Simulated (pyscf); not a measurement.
Single points on ωB97X-D3(BJ)/def2-SVP structures (PySCF, gas phase).

Task: Estimate by transition-state theory the rate constant of Cl–TiH(Cl)–SeH (SMILES [Cl][TiH]([Cl])[SeH]) + HCl (SMILES Cl) → Cl–Ti(Cl)(Cl)–SeH (SMILES [Cl][Ti]([Cl])([Cl])[SeH]) + H₂ (SMILES [H][H]) (singlet surface; H–Ti, Cl–H broken, Cl–Ti, H–H formed) at 1200 K, with ωB97M-D3(BJ)/def2-TZVP energies (ideal gas, 1 atm, RRHO with modes under 100 cm⁻¹ raised to 100, one conformer, R ln 2 for chiral ones without a mode under 150 cm⁻¹; no tunnelling).

Result: The electronic barrier is 2.7 kcal/mol and the thermal terms add +43.8, so ΔG‡ = 46.5 kcal/mol. With k_BT/h = 2.50e+13 s⁻¹ and RT = 2.385 kcal/mol, and a volume of 1.64e-19 cm³ per molecule at 1 atm, k = 1.4e-14 cm³ molecule⁻¹ s⁻¹. Wigner's tunnelling factor for 236i cm⁻¹ would be 1.00. A shift of 1 kcal/mol in the barrier changes k by a factor 1.5. On the reactant side the descent ends in an adduct with a Cl–Ti contact (not fully relaxed), 5.3 kcal/mol under the separated species and 3.7 kcal/mol under the saddle at ωB97X-D3(BJ)/def2-TZVP. What is counted as formed (Cl–Ti) is already present as a longer contact in the reactant adduct; forming that adduct is a step of its own. At ωB97X-D3(BJ)/def2-TZVP the barrier from the zero used here is -1.6 kcal/mol. One saddle was located; it need not be the lowest between these sides. Elements up to Kr have no core potential and no relativistic terms here.
